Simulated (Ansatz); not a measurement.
# CH5BSi: a ladder of functionals and wavefunction methods

One table from this session's results is given with a row withheld; the runs are named, their logs left out.

Program: Ansatz 0.2.0, Gaussian basis. Level of theory: functionals in def2-TZVPP, the program's frozen cores in correlated methods. These are calculated values, not measurements.

The runs, in order: LDA (SPW92), PBE-D4, revPBE-D4, BLYP-D4, r2SCAN-D4, B97M-V, PBE0-D4, B3LYP-D4, r2SCANh-D4, r2SCAN0-D4, HSE06-D4, BHLYP-D4, CAM-B3LYP-D4, LC-ωPBE, ωB97X-V, ωB97M-V, B2PLYP, PBE-QIDH; CCSD(T)/def2-SVP; CCSD(T)/def2-TZVPP; MP2/def2-QZVPP; extrapolation to the limit; RPA on PBE.

**The geometry**

All runs share one geometry, relaxed beforehand with PBE0-D4 in a triple-zeta def2 set.

SMILES `B1C[SiH2]1`, 8 atoms, charge 0, spin multiplicity 1.

Atoms are counted from 1 here; the program's logs count them from 0.

Bond lengths: B1–C2 1.486 Å, B1–Si3 1.903 Å, B1–H4 1.187 Å, C2–Si3 2.033 Å, C2–H5 1.093 Å, C2–H6 1.089 Å, Si3–H7 1.480 Å, Si3–H8 1.487 Å. Angles: C2–B1–Si3 72.5°, C2–B1–H4 132.1°, Si3–B1–H4 138.7°, B1–C2–Si3 63.3°, B1–C2–H5 124.0°, B1–C2–H6 123.2°, Si3–C2–H5 86.3°, Si3–C2–H6 139.0°, H5–C2–H6 110.8°, B1–Si3–C2 44.2°, B1–Si3–H7 126.1°, B1–Si3–H8 123.4°, C2–Si3–H7 102.1°, C2–Si3–H8 125.0°, H7–Si3–H8 110.5°.

Set-up of the first run:

Contents of in.yaml:

```yaml
crystal:
  periodic: [false, false, false]
  atoms:
    - {symbol: B, position_ang: [-0.998469, 0.252625, -0.555360]}
    - {symbol: C, position_ang: [-0.030914, 0.878802, 0.382583]}
    - {symbol: Si, position_ang: [0.309829, -1.060048, -0.123600]}
    - {symbol: H, position_ang: [-1.560728, 0.669895, -1.513811]}
    - {symbol: H, position_ang: [0.110452, 0.559016, 1.418071]}
    - {symbol: H, position_ang: [0.408692, 1.860825, 0.217550]}
    - {symbol: H, position_ang: [0.502555, -1.696138, 1.198502]}
    - {symbol: H, position_ang: [1.350784, -1.522176, -1.079734]}
basis:
  gaussian: {orbitals: def2-TZVPP}
hamiltonian: {xc: lda}
output: {orbitals: {seedname: orbitals}}
```

On the command line:

```sh
> ansatz run in.yaml --threads 2 --pin off --events-out ev --progress --plain --max-ram 4352MiB
```

Steps of the session up to this table: LDA; PBE-D4 (GGA); revPBE-D4 (GGA); BLYP-D4 (GGA); r2SCAN-D4 (meta-GGA); B97M-V (meta-GGA); PBE0-D4 (hybrid); B3LYP-D4 (hybrid); r2SCANh-D4 (hybrid); r2SCAN0-D4 (hybrid); HSE06-D4 (hybrid); BHLYP-D4 (hybrid); CAM-B3LYP-D4 (range-separated); LC-ωPBE (range-separated); ωB97X-V (range-separated); ωB97M-V (range-separated); B2PLYP (double hybrid); PBE-QIDH (double hybrid).

One of the session's tables, all rows but one given; the rest of the session is left out.

It belongs to the step «Orbital energies across the functionals». 

```
  functional  HOMO (eV)  LUMO (eV)  gap (eV)
 LDA (SPW92)      -6.05      -2.64      3.41
      PBE-D4      -5.94      -2.44      3.49
   revPBE-D4      -5.89      -2.36      3.53
     BLYP-D4      -5.78      -2.26      3.52
   r2SCAN-D4      -6.11      -2.18      3.92
      B97M-V      -6.16      -2.20      3.95
     PBE0-D4      -6.95      -1.51      5.43
    B3LYP-D4      -6.75      -1.68      5.06
  r2SCANh-D4      -6.49      -1.86      4.63
  r2SCAN0-D4      -7.06      -1.37      5.69
    HSE06-D4      -6.55      -1.89      4.66
    BHLYP-D4          ?          ?         ?
CAM-B3LYP-D4      -8.19      -0.38      7.81
     LC-ωPBE      -9.49       0.72     10.21
     ωB97X-V      -9.16       0.64      9.80
     ωB97M-V      -9.02       0.43      9.45
```

Estimate the missing values for BHLYP-D4.

Worked estimate for «HOMO (eV)». Against the share of exact exchange, BLYP-D4 (0, -5.78), B3LYP-D4 (0.2, -6.75) give a slope of -4.85 per unit share; at 0.5 the line stands at -8.20.

The run gave: HOMO (eV): -7.81; LUMO (eV): -0.47; gap (eV): 7.34. In «HOMO (eV)» the line misses by -0.39.
